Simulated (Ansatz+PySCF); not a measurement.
# doublet SiH4(+): levels of theory in one basis

```xyz
5

Si   -0.4679    0.0000    0.5828
H    -0.3379    0.0000   -1.2659
H     0.4359    0.0000   -1.1213
H     0.1850   -1.2856    0.9022
H     0.1850    1.2856    0.9022
```

Basis set: cc-pVTZ on H; cc-pV(T+d)Z on Si (spherical functions). Frozen core: 5 orbitals. Correlation on ROHF uses semicanonical orbitals with singles. Charge 1, multiplicity 2.

Computed with Ansatz (development build ahead of 0.2.0); each method stands on the lowest determinant of its kind that the runs found.

```csv
method,E − E(ROHF) (eV),<S²> of the determinant
ROHF,0.00,0.75
UHF,-0.04,0.75
ROHF-MP2,-3.18,–
UHF-MP2,-3.18,0.75
UHF-CCSD,-3.93,0.75
ROHF-CCSD(T),-4.01,–
UHF-CCSD(T),-4.01,0.75
```

Task: Is a single determinant a sound starting point here?

Result: By this sign, yes. Unrestricted orbitals gain 0.04 eV and <S²> is 0.75 against 0.75 for a pure state.

Caution for UHF-CCSD, UHF-CCSD(T): the charge can sit on one fragment and break the point group.
